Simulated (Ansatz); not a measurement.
# SiPH+ (doublet): from Hartree-Fock to the top rungs, def2-TZVPP

One table from this session's results is given with a row withheld; the runs are named, their logs left out.

Method: def2-TZVPP, core rule «outside noble gas», up to 10 orbitals frozen; program: Ansatz 0.2.0, Gaussian basis.

Plan: UHF; ROHF; CCSD(T) on UHF.

2 further runs of the same task are left out: 2 set aside as unsound or not needed.

## The system

The geometry is a PBE0/def2-TZVP stationary point (not a proven minimum) of the parent state, kept for this charge and spin.

3 atoms, charge 1, spin multiplicity 2.

Atoms are counted from 1 here; the program's logs count them from 0.

Bond lengths: Si1–P2 2.045 Å, P2–H3 1.492 Å. Angles: Si1–P2–H3 60.6°.

Set-up of the first run:

in.yaml reads:

```yaml
crystal:
  periodic: [false, false, false]
  atoms:
    - {symbol: Si, position_ang: [0.000000, -0.009804, 1.076668]}
    - {symbol: P, position_ang: [0.000000, -0.032609, -0.968123]}
    - {symbol: H, position_ang: [0.000000, 1.275240, -0.250352]}
basis:
  gaussian: {orbitals: def2-TZVPP}
total_charge: 1
magnetization: {spin_polarized: true, initial_magnetization: 1}
hamiltonian: {xc: hf}
output: {orbitals: {seedname: orbitals}}
```

Command:

```sh
$ ansatz run in.yaml --threads 1 --pin off --events-out ev --progress --plain --max-ram 2560MiB --backend cpu
```

Among the steps run: UHF; ROHF; CCSD(T) on UHF.

One of the session's tables, all rows but one given; the rest of the session is left out.

It belongs to the step «Misses and costs». 

| method | from UCCSD(T) (kcal/mol) |
| --- | --- |
| ROHF | ? |
| UHF | +152.66 |
| UMP2 | +28.98 |
| UCCSD | +7.19 |
| UCCSD(T) | 0 |

**Question.** Estimate the row for ROHF.

As computed: from UCCSD(T) (kcal/mol): +155.31. In the column «from UCCSD(T) (kcal/mol)» it is the highest.
